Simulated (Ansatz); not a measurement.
C2H3NS, SMILES SC1=NC1, a ladder of methods at one geometry

Program: Ansatz 0.2.0 through its Python package.

Script `c2h3ns.py`:
```python
from pathlib import Path

import ansatz
import numpy as np

BASIS_SET = "cc-pVDZ"


def main() -> None:
    c2h3ns = (
        ansatz.Crystal.molecule()
        .atom("S", (-1.4891, -0.721, -1.0233))
        .atom("C", (-0.222, -0.5843, -0.0543))
        .atom("N", (0.5463, -1.231, 0.6609))
        .atom("C", (0.7758, 0.3407, 0.4664))
        .atom("H", (-1.6208, 0.6157, -1.3648))
        .atom("H", (0.4681, 0.902, 1.3631))
        .atom("H", (1.6029, 0.6099, -0.0936))
    )

    calculation = c2h3ns.calculation().basis(gaussian=BASIS_SET).accuracy("medium")

    print("functional    E (Ha)        dipole (D)   HOMO (eV)  LUMO (eV)")
    for name in ["blyp", "r2scan", "hse06", "r2scan0", "hf", "pbe0"]:
        rep = calculation.functional(name).forces().orbitals().run(threads=1, runs_dir="runs").report
        lines = Path(rep["orbitals_path"]).read_text().splitlines()
        field_of = lambda key: [line.split("=")[1].strip() for line in lines if line.startswith(key)]
        orbitals = [(27.211386 * float(e), s, float(n)) for e, s, n in zip(field_of("Ene="), field_of("Spin="), field_of("Occup="))]
        homo = max(e for e, _, n in orbitals if n > 0.5)
        lumo = min(e for e, _, n in orbitals if n < 0.5)
        dipole = 4.803205 * np.linalg.norm(rep["charge_distribution"]["dipole_moment_e_ang"])
        print(f"{name:10s} {rep['free_energy_ev'] / 27.211386246:14.6f} {dipole:9.3f} {homo:11.3f} {lumo:10.3f}")


if __name__ == "__main__":
    main()
```

```console
$ python c2h3ns.py
functional    E (Ha)        dipole (D)   HOMO (eV)  LUMO (eV)
blyp          -530.817162     2.950      -5.911     -0.947
r2scan        -530.771958     3.160      -6.417     -0.773
hse06         -530.566305     3.145      -6.977     -0.481
r2scan0       -530.748295     3.242      -7.565      0.085
hf            -529.368407     3.412     -10.074      3.449
pbe0          -530.580549     3.147      -7.376     -0.096
```

Reading the output:
- These settings explore the input space; basis and method may be short of convergence.
- The geometry is a force-field or estimated start, not a minimum of this method, and the basis set is short of its limit. A lower total doesn't mark the better method: functionals have no common bound, and MP2 and coupled cluster aren't variational.
- Levels such as HOMO and LUMO are orbital energies: with these approximate functionals they aren't the ionisation energy and electron affinity, and their gap isn't the fundamental gap.
- For Al to Cl the sets with a tight d function, cc-pV(X+d)Z, are usual.
- hse06 follows the composition of plane-wave codes, whose totals differ by tens of mHa, up to about 0.1 Ha, from the form usual in Gaussian-basis programs (wpbeh).
- Hardware and time: 8.6 s on 1 thread of Intel(R) Xeon(R) 6975P-C (Granite Rapids) (shared host), peak memory 0.22 GiB.

(Lines on the test bed's own set-up are left out of the output.)
